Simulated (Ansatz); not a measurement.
1T (CdI2-type) PtS2

Level of theory: PBE in Ansatz (PAW).

Numerical settings: plane-wave cutoff 520 eV, 12×12×8 k mesh (along the axes of the cell as run), scalar-relativistic PAW data made under PBE.

Cell: measured lattice: a = 3.5420 Å, b = 3.5420 Å, c = 5.0430 Å, α = 90.00°, β = 90.00°, γ = 120.00°.

- elastic constant C11 = 209 GPa
- elastic constant C12 = 69.5 GPa
- elastic constant C13 = 29.5 GPa
- elastic constant C33 = 24.2 GPa
- elastic constant C44 = 25.0 GPa
- elastic constant C66 = 70.0 GPa
- Voigt–Reuss–Hill bulk modulus = 50.8 GPa
- Voigt–Reuss–Hill shear modulus (Hill average) = 33.8 GPa
- Young modulus = 83.0 GPa
- Poisson ratio = 0.228

Note: the cell isn't this level's own, so it is under some stress, which shifts stiffness and frequencies.

Elastic constants are with the ions relaxed.

Spin–orbit coupling is not included.

Ansatz is a first-principles code.
